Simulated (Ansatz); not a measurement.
What each rung costs, and what it gives

The pair of NH$_{3}$ (SMILES N, atoms 1–4) and CH$_{4}$S (SMILES CS, atoms 5–10), both closed shells, in one local arrangement (a lower one may exist), relaxed at PBE0-D4/def2-TZVP:

```xyz
10
angstrom
N 0.0901 -0.1026 -2.0246
H 1.0025 0.3082 -2.1806
H -0.1968 -0.5365 -2.8932
H -0.5481 0.6635 -1.8440
C -0.0731 -0.5366 1.3606
S 0.1094 1.2375 1.0804
H 0.7184 -0.9204 2.0033
H 0.0103 -0.9832 0.3688
H -1.0500 -0.7727 1.7811
H -0.0625 1.6426 2.3484
```

Interaction energies are counterpoise-corrected; the time is that of the whole pair.

Ansatz 0.2.0; basis: as named in each row; cores frozen in the correlated methods. B3LYP uses VWN-RPA correlation. Extrapolation: Hartree–Fock as exp(−7.88 √X), correlation as X^−2.97.

Times are rough, for one single point on 4 threads of a shared host (Arm Neoverse V1).

The estimate by CCSD(T) at an estimated basis limit (MP2 extrapolated from triple and quadruple zeta, plus CCSD(T) − MP2 in triple zeta) is -0.125 eV.

| method | basis | time (s) | interaction energy (eV) | method less estimate |
| --- | --- | --- | --- | --- |
| HF | STO-3G | under 1 | 0.001 | 0.126 |
| PBE-D4 | STO-3G | under 1 | -0.091 | 0.034 |
| SPW92 | def2-SVP | under 1 | -0.209 | -0.084 |
| B3LYP-D4 | 6-31G | under 1 | -0.190 | -0.065 |
| PBE-D4 | def2-SVP | under 1 | -0.149 | -0.024 |
| PBE0-D4 | def2-SVP | under 1 | -0.145 | -0.020 |
| CCSD(T) | def2-SVP | 1 | -0.069 | 0.056 |
| wB97M-V | def2-SVP | 2 | -0.130 | -0.005 |
| PBE-D4 | def2-TZVPPD | 3 | -0.138 | -0.014 |
| BLYP-D4 | def2-TZVPPD | 3 | -0.122 | 0.003 |
| revPBE-D4 | def2-TZVPPD | 3 | -0.125 | 0.000 |
| PBE0-D4 | def2-TZVPPD | 3 | -0.133 | -0.008 |
| HSE06-D4 | def2-TZVPPD | 3 | -0.132 | -0.007 |
| B3LYP-D4 | def2-TZVPPD | 4 | -0.127 | -0.002 |
| r2SCAN-D4 | def2-TZVPPD | 4 | -0.125 | 0.000 |
| B2PLYP | def2-TZVPPD | 7 | -0.084 | 0.040 |
| wB97X-V | def2-TZVPPD | 8 | -0.124 | 0.001 |
| B97M-V | def2-TZVPPD | 8 | -0.127 | -0.002 |
| wB97M-V | def2-TZVPPD | 8 | -0.124 | 0.001 |
| MP2 | def2-QZVPPD | 19 | -0.125 | 0.000 |
| CCSD(T) | def2-TZVPPD | 87 | -0.112 | 0.013 |

T1 diagnostic: at most 0.010.
